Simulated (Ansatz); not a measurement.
**AlFH₃O+ (SMILES [OH2+][AlH][F]): one structure at several levels**

The atoms stand at a frame of a short trajectory. How far do the functionals agree with CCSD(T) there?

Program: Ansatz 0.2.0, Gaussian basis. Level of theory: single points in def2-TZVPP. These are calculated values, not measurements.

Correlated methods freeze the cores.

1 further run of the same task is left out (it didn't finish).

### Step 1. Starting geometry

6 atoms, charge 1, spin multiplicity 1.

Atoms are counted from 1 here; the program's logs count them from 0.

Bond lengths: O1–Al2 1.803 Å, O1–H4 1.002 Å, O1–H5 0.964 Å, Al2–F3 1.667 Å, Al2–H6 1.579 Å. Angles: Al2–O1–H4 109.4°, Al2–O1–H5 145.1°, H4–O1–H5 105.4°, O1–Al2–F3 103.6°, O1–Al2–H6 110.1°, F3–Al2–H6 146.3°.

Geometry (Å):

```
O    -0.60032    0.18580   -0.63055
Al    0.56996   -0.02325    0.72449
F     1.03608   -1.61875    0.59798
H    -0.70548   -0.68396   -1.11721
H    -1.17978    0.80633   -1.08619
H     0.75355    1.34143    1.49674
```

### Step 2. PBE-D4/def2-TZVPP

The input, run/in.yaml:

```yaml
crystal:
  periodic: [false, false, false]
  atoms:
    - {symbol: O, position_ang: [-0.600319, 0.185797, -0.630552]}
    - {symbol: Al, position_ang: [0.569960, -0.023254, 0.724492]}
    - {symbol: F, position_ang: [1.036084, -1.618751, 0.597985]}
    - {symbol: H, position_ang: [-0.705483, -0.683963, -1.117207]}
    - {symbol: H, position_ang: [-1.179778, 0.806333, -1.086190]}
    - {symbol: H, position_ang: [0.753547, 1.341433, 1.496738]}
basis:
  gaussian: {orbitals: def2-TZVPP}
total_charge: 1
hamiltonian: {xc: pbe, dispersion: d4}
output: {forces: true}
```

Started as:

```
$ ansatz run in.yaml --threads 2 --pin off --events-out ev --progress --plain --max-ram 3481MiB
```

Log:

```text
Functional definition: PBE
  name "PBE"
  cite "Perdew, Burke & Ernzerhof, Phys. Rev. Lett. 77, 3865 (1996) doi:10.1103/PhysRevLett.77.3865"
  parent pbe
  parameter kappa = 0.804
  parameter beta = 0.06672455060314922
  exchange = pbe_x(kappa = kappa, mu = beta*pi^2/3)
  correlation = pbe_c(beta = beta)
753 factors; their error is unknown
mean field evaluation 1: about -11378.0410 eV, gradient 1.2e2 eV
mean field evaluation 2: about -11221.1019 eV, gradient 2.8e2 eV
mean field evaluation 4: about -11397.1312 eV, gradient 3.4e1 eV
mean field evaluation 8: about -11398.6548 eV, gradient 1.4e-1 eV
mean field evaluation 16: about -11398.6494 eV, gradient 1.1e-4 eV
mean field -11398.64937172 eV, -418.8926381287 hartree, gradient 4.1e-5 eV, S^2 0.000000; 0 other end points of the search recorded, 0 dependent functions left out
the calculation of the forces begins
reference -11398.64940942 eV, -418.8926395141 hartree; 16, 16 occupied and 130, 130 virtual orbitals, 753 factors
Total energy: -11398.70312360 eV, -418.8946134737 hartree
Atom 0 at    -0.600319     0.185797    -0.630552 Å, force    -0.272717    -2.023416    -1.150626 eV/Å
Atom 1 at     0.569960    -0.023254     0.724492 Å, force     0.877929    -0.060804     0.958380 eV/Å
Atom 2 at     1.036084    -1.618751     0.597985 Å, force    -0.384188     0.958244    -0.022011 eV/Å
Atom 3 at    -0.705483    -0.683963    -1.117207 Å, force     0.006842     0.625739     0.253338 eV/Å
Atom 4 at    -1.179778     0.806333    -1.086190 Å, force    -0.289744     0.885961     0.014503 eV/Å
Atom 5 at     0.753547     1.341433     1.496738 Å, force     0.061877    -0.385724    -0.053583 eV/Å
Dipole moment:    -0.674409     0.660572    -0.522385 e Å
```

Run time: 0.75 s. Hardware: 2 threads of INTEL XEON PLATINUM 8581C at 2.30GHz, shared host; peak memory 0.15 GiB.

### Step 3. r2SCAN-D4/def2-TZVPP

Edit run/in.yaml of step 2 so:

```diff
@@ -12,3 +12,3 @@
 total_charge: 1
-hamiltonian: {xc: pbe, dispersion: d4}
+hamiltonian: {xc: r2scan, dispersion: d4}
 output: {forces: true}
```

Started as:

```
$ ansatz run in.yaml --threads 2 --pin off --events-out ev --progress --plain --max-ram 3481MiB
```

Log, cut to the lines that bear on the results:

```text
Functional definition: r2SCAN
  name "r2SCAN"
  cite "Furness, Kaplan, Ning, Perdew & Sun, J. Phys. Chem. Lett. 11, 8208 (2020) doi:10.1021/acs.jpclett.0c02405"
  cite "Furness, Kaplan, Ning, Perdew & Sun, J. Phys. Chem. Lett. 11, 9248 (2020) doi:10.1021/acs.jpclett.0c03077"
  parent r2scan
[...]
753 factors; their error is unknown
[...]
mean field -11404.42022046 eV, -419.1047129081 hartree, gradient 8.9e-6 eV, S^2 0.000000; 0 other end points of the search recorded, 0 dependent functions left out
[...]
reference -11404.42023193 eV, -419.1047133298 hartree; 16, 16 occupied and 130, 130 virtual orbitals, 753 factors
Total energy: -11404.43232091 eV, -419.1051575916 hartree
Atom 0 at    -0.600319     0.185797    -0.630552 Å, force    -0.347268    -2.172243    -1.300946 eV/Å
Atom 1 at     0.569960    -0.023254     0.724492 Å, force     0.842534    -0.309949     0.793471 eV/Å
Atom 2 at     1.036084    -1.618751     0.597985 Å, force    -0.543739     1.449389    -0.001337 eV/Å
Atom 3 at    -0.705483    -0.683963    -1.117207 Å, force     0.045863     0.959999     0.437978 eV/Å
Atom 4 at    -1.179778     0.806333    -1.086190 Å, force    -0.042253     0.628897     0.212174 eV/Å
Atom 5 at     0.753547     1.341433     1.496738 Å, force     0.044862    -0.556093    -0.141340 eV/Å
Dipole moment:    -0.688916     0.659125    -0.539144 e Å
```

Wall time 1.3 s (2 threads of INTEL XEON PLATINUM 8581C at 2.30GHz, shared host); peak memory 0.17 GiB.

### Step 4. PBE0-D4/def2-TZVPP

Edit run/in.yaml of step 3 so:

```diff
@@ -12,3 +12,3 @@
 total_charge: 1
-hamiltonian: {xc: r2scan, dispersion: d4}
-output: {forces: true}
+hamiltonian: {xc: pbe0, dispersion: d4}
+output: {forces: true, orbitals: {seedname: orbitals}}
```

Started as:

```
$ ansatz run in.yaml --threads 2 --pin off --events-out ev --progress --plain --max-ram 3481MiB
```

Log, cut to the lines that bear on the results:

```text
Functional definition: PBE0
  name "PBE0"
  cite "Adamo & Barone, J. Chem. Phys. 110, 6158 (1999) doi:10.1063/1.478522"
[... 2 set-up lines as earlier in the session ...]
[...]
784 factors; their error is unknown
[...]
mean field -11399.29467322 eV, -418.9163525212 hartree, gradient 2.3e-5 eV, S^2 0.000000; 0 other end points of the search recorded, 0 dependent functions left out
[...]
reference -11399.29470099 eV, -418.9163535418 hartree; 16, 16 occupied and 130, 130 virtual orbitals, 784 factors
Total energy: -11399.33926545 eV, -418.9179912555 hartree
Atom 0 at    -0.600319     0.185797    -0.630552 Å, force    -0.429853    -2.234219    -1.427083 eV/Å
Atom 1 at     0.569960    -0.023254     0.724492 Å, force     0.871992    -0.394094     0.792676 eV/Å
Atom 2 at     1.036084    -1.618751     0.597985 Å, force    -0.565012     1.518456     0.003013 eV/Å
Atom 3 at    -0.705483    -0.683963    -1.117207 Å, force     0.059281     1.056510     0.493995 eV/Å
Atom 4 at    -1.179778     0.806333    -1.086190 Å, force     0.014718     0.586229     0.264202 eV/Å
Atom 5 at     0.753547     1.341433     1.496738 Å, force     0.048873    -0.532882    -0.126803 eV/Å
Dipole moment:    -0.688416     0.678100    -0.530368 e Å
```

Wall time 1 s (2 threads of INTEL XEON PLATINUM 8581C at 2.30GHz, shared host); peak memory 0.24 GiB.

### Step 5. wB97M-V/def2-TZVPP

Edit run/in.yaml of step 4 so:

```diff
@@ -12,3 +12,3 @@
 total_charge: 1
-hamiltonian: {xc: pbe0, dispersion: d4}
-output: {forces: true, orbitals: {seedname: orbitals}}
+hamiltonian: {xc: {name: wB97M-V}}
+output: {forces: true}
```

Started as:

```
$ ansatz run in.yaml --threads 2 --pin off --events-out ev --progress --plain --max-ram 3481MiB
```

Log, cut to the lines that bear on the results:

```text
Functional definition: wB97M-V
  name "wB97M-V"
  cite "Mardirossian & Head-Gordon, J. Chem. Phys. 144, 214110 (2016) doi:10.1063/1.4952647"
  cite "Becke, J. Chem. Phys. 107, 8554 (1997) doi:10.1063/1.475007"
  cite "Vydrov & Van Voorhis, J. Chem. Phys. 133, 244103 (2010) doi:10.1063/1.3521275"
  # Of w^i u^j: cxij and so on, Table III.
[...]
  gx(w, u) = 1 - cx + cx01*u + cx10*w
  gss(w, u) = css00 + css04*u^4 + css10*w + css20*w^2 + css43*w^4*u^3
  gos(w, u) = cos00 + cos10*w + (cos20 + cos21*u)*w^2 + (cos60 + cos61*u)*w^6
[...]
      + integral(e_c_pw_mod_opposite_spin*gos(b97_w_opposite, b97_u_opposite)) + vv10(b, c)
756 factors; their error is unknown
180 factors; integrals over basis functions are off by at most 1.4e-5 eV
[...]
mean field -11405.48343756 eV, -419.1437854160 hartree, gradient 3.8e-5 eV, S^2 0.000000; 0 other end points of the search recorded, 0 dependent functions left out
[...]
reference -11405.48348246 eV, -419.1437870660 hartree; 16, 16 occupied and 130, 130 virtual orbitals, 756 factors
Total energy: -11405.48348246 eV, -419.1437870660 hartree
Atom 0 at    -0.600319     0.185797    -0.630552 Å, force    -0.445279    -2.198121    -1.431310 eV/Å
Atom 1 at     0.569960    -0.023254     0.724492 Å, force     0.926009    -0.112285     0.976612 eV/Å
Atom 2 at     1.036084    -1.618751     0.597985 Å, force    -0.534240     1.400839    -0.010741 eV/Å
Atom 3 at    -0.705483    -0.683963    -1.117207 Å, force     0.052443     0.994992     0.460149 eV/Å
Atom 4 at    -1.179778     0.806333    -1.086190 Å, force    -0.024088     0.621547     0.231046 eV/Å
Atom 5 at     0.753547     1.341433     1.496738 Å, force     0.025155    -0.706972    -0.225757 eV/Å
Dipole moment:    -0.690037     0.672126    -0.534754 e Å
```

Run time: 2.6 s. Hardware: 2 threads of INTEL XEON PLATINUM 8581C at 2.30GHz, shared host; peak memory 0.3 GiB.

### Step 6. CCSD(T)/def2-TZVPP

Edit run/in.yaml of step 5 so:

```diff
@@ -12,3 +12,3 @@
 total_charge: 1
-hamiltonian: {xc: {name: wB97M-V}}
+correlation: {method: ccsd_t}
 output: {forces: true}
```

Started as:

```
$ ansatz run in.yaml --threads 2 --pin off --events-out ev --progress --plain --max-ram 3481MiB
```

Log, cut to the lines that bear on the results:

```text
Functional definition: HF
  name "HF"
  cite "Fock, Z. Phys. 61, 126 (1930) doi:10.1007/BF01340294"
[... 1 set-up line as earlier in the session ...]
[...]
894 factors; integrals over basis functions are off by at most 1.0e-3 eV
[...]
mean field -11371.75204187 eV, -417.9041794885 hartree, gradient 1.2e-6 eV, S^2 0.000000; 0 other end points of the search recorded, 0 dependent functions left out
7 core orbitals not correlated: weight in the atoms' cores, before any rotation towards them, 1.000 or more for the frozen orbitals, at most 0.000 for the correlated occupied ones
reference -11371.75204187 eV, -417.9041794885 hartree; 9, 9 occupied and 130, 130 virtual orbitals, 894 factors
second order -15.50851634 eV of doubles, -0.00000000 eV of singles
cycle   1  -15.46192849 eV  change    4.7e-2 eV  update   8.0e-2
[...]
cycle   9  -15.85700590 eV  change    1.2e-5 eV  update   1.3e-5
perturbative correction -0.44151643 eV, -0.0162254295 hartree
[...]
Total energy: -11388.05056421 eV, -418.5031391367 hartree
Atom 0 at    -0.600319     0.185797    -0.630552 Å, force    -0.452073    -2.202613    -1.441195 eV/Å
Atom 1 at     0.569960    -0.023254     0.724492 Å, force     0.918229    -0.285933     0.891561 eV/Å
Atom 2 at     1.036084    -1.618751     0.597985 Å, force    -0.541073     1.455405     0.006264 eV/Å
Atom 3 at    -0.705483    -0.683963    -1.117207 Å, force     0.030473     1.060917     0.460416 eV/Å
Atom 4 at    -1.179778     0.806333    -1.086190 Å, force     0.004331     0.564242     0.242833 eV/Å
Atom 5 at     0.753547     1.341433     1.496738 Å, force     0.040112    -0.592017    -0.159880 eV/Å
Dipole moment:    -0.690802     0.665108    -0.537766 e Å
```

Run time: 38 s. Hardware: 2 threads of INTEL XEON PLATINUM 8581C at 2.30GHz, shared host; peak memory 1.6 GiB.

### Step 7. Side by side

```
   method  RMS force component (eV/Å)  RMS error against CCSD(T) (eV/Å)  angle to CCSD(T) forces (°)
   PBE-D4                       0.735                             0.237                         14.4
r2SCAN-D4                       0.825                             0.061                          3.3
  PBE0-D4                       0.865                             0.046                          3.0
  wB97M-V                       0.861                             0.061                          4.1
  CCSD(T)                       0.861                         reference                    reference
```

Energy less the free neutral atoms in their ground states at the same level (atoms from separate runs):

Differences are taken before rounding.

```
      method                    rung  energy less atoms (kJ/mol)  from CCSD(T) (kJ/mol)
      PBE-D4                     GGA                     -1284.8                  -36.0
   r2SCAN-D4                meta-GGA                     -1282.6                  -33.9
     PBE0-D4                  hybrid                     -1236.9                  +11.8
     wB97M-V  range-separated hybrid                     -1290.7                  -42.0
Hartree-Fock            wavefunction                      -795.4                 +453.4
         MP2            wavefunction                     -1307.0                  -58.3
        CCSD            wavefunction                     -1225.6                  +23.1
     CCSD(T)            wavefunction                     -1248.7                      0
```

What each level took, beside its miss in the forces (shared host):

```
   method    time  RMS force error (eV/Å)
   PBE-D4  0.75 s                   0.237
r2SCAN-D4   1.3 s                   0.061
  PBE0-D4     1 s                   0.046
  wB97M-V   2.6 s                   0.061
  CCSD(T)    38 s                       0
```

### Step 8. Results

| quantity | value |
| --- | --- |
| energy less free atoms, CCSD(T)/def2-TZVPP | -1248.7 kJ/mol |
| RMS force component | 0.735 to 0.865 eV/Å over the methods |
| RMS force error | PBE-D4 0.237, r2SCAN-D4 0.061, PBE0-D4 0.046, wB97M-V 0.061 eV/Å |
| HOMO and LUMO, PBE0-D4 | -15.64 and -6.48 eV |
| T1 diagnostic | 0.012 |

What this shows: Against CCSD(T) the functionals' energies less atoms differ by -42.0 to +11.8 kJ/mol, PBE-D4 by -36.0 kJ/mol. A larger basis would deepen the CCSD(T) value, while the functionals are nearly converged already, so the order here is not reliable. The forces of PBE0-D4 come nearest to CCSD(T), those of PBE-D4 are farthest. Frozen-core CCSD(T) forces in triple zeta carry basis errors of their own, and this is one geometry, so small gaps rank nothing.
